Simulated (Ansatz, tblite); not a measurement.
Removing an electron: (LiH)3 ring (Li₃H₃). Charge 0, multiplicity 1. Geometry: r2SCAN-D4/def2-TZVP. Ansatz, gas phase; energy differences of separate SCF runs; the oxidised species was run as a doublet alone.

```xyz
6

Li    0.8190    0.9990   -0.9907
H    -0.3821    1.7514   -0.0228
Li   -1.1664    0.5914    0.9696
H    -0.9022   -1.1001    1.0907
Li    0.3473   -1.5904    0.0211
H     1.2842   -0.6513   -1.0680
```

The xTB rows come from tblite. Correlated methods freeze no core orbitals; core or outer-core shells of Li are correlated, in sets that lack core-valence functions. In CCSD on the charge 1 doublet the largest single amplitude is 0.28, so its Hartree–Fock determinant may place the open shell otherwise than the density functionals do.

Task: Estimate orbital energies and vertical ionisation energies at: GFN1-xTB; GFN2-xTB; PBE0-D4/def2-TZVP; CCSD/def2-TZVPP; CCSD(T)/def2-TZVPP.

Result: 
| level | −HOMO (eV) | vertical IE (eV) | −LUMO (eV) | HOMO–LUMO gap (eV) | remarks |
| --- | --- | --- | --- | --- | --- |
| GFN1-xTB | 12.24 | 14.84 | 8.47 | 3.76 | – |
| GFN2-xTB | 9.64 | 12.47 | 4.32 | 5.32 | – |
| PBE0-D4/def2-TZVP | 6.49 | 8.65 | 0.17 | 6.32 | – |
| CCSD/def2-TZVPP | – | 9.09 | – | – | large T1 (0.061) (+1 doublet) |
| CCSD(T)/def2-TZVPP | – | 9.07 | – | – | large T1 (0.061) (+1 doublet) |

Relaxing the oxidised species (r2SCAN-D4/def2-TZVP) changes its energy by -1.45 eV at PBE0-D4/def2-TZVP, so the adiabatic ionisation energy to this nearest minimum is 7.20 eV. On the way the bond Li1–H2 breaks and the bond H4–Li5 breaks. In the charge 1 doublet, H2 and H4 lie 0.98 Å apart (atoms count from 1), so these atoms are partly bonded to each other. Run but left out: HF/def2-TZVPP, MP2/def2-TZVPP (charge +1 doublet: a determinant that CCSD turns far, T1 0.061); PBE-D4/def2-TZVP, r2SCAN-D4/def2-TZVP (charge +1 doublet: an occupied level 0.19 to 0.23 eV above an empty one).  Raw xTB energy differences between charge states are shifted by several eV; the methods need an empirical correction for them.
